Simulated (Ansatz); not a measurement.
Input for Ansatz (development build ahead of 0.2.0):

```yaml
crystal:
  periodic: [false, false, false]
  atoms:
    - { symbol: C, position_ang: [0.0, 0.004, -0.66833] }
    - { symbol: C, position_ang: [0.0, -0.004, 0.66833] }
    - { symbol: C, position_ang: [0.0, 1.22548, -1.52715] }
    - { symbol: C, position_ang: [0.0, -1.22548, 1.52715] }
    - { symbol: H, position_ang: [0.0, -0.96115, -1.19391] }
    - { symbol: H, position_ang: [0.0, 0.96115, 1.19391] }
    - { symbol: H, position_ang: [0.0, 2.14608, -0.92444] }
    - { symbol: H, position_ang: [0.88308, 1.25153, -2.18812] }
    - { symbol: H, position_ang: [-0.88308, 1.25153, -2.18812] }
    - { symbol: H, position_ang: [0.0, -2.14608, 0.92444] }
    - { symbol: H, position_ang: [0.88308, -1.25153, 2.18812] }
    - { symbol: H, position_ang: [-0.88308, -1.25153, 2.18812] }
basis:
  gaussian: { orbitals: def2-TZVP }
hamiltonian:
  xc: hf
correlation:
  method: mp2
  frozen_orbitals: { C: 1, H: 0 }
```

The input is written out in the form of the current development build from the run's settings.

Output:

```yaml
Converged: yes
Reference_energy: -156.16786 hartree
Correlation_energy: -0.66157 hartree
Total_energy: -156.82943 hartree
Spin_squared_of_the_determinant: 0.000
```
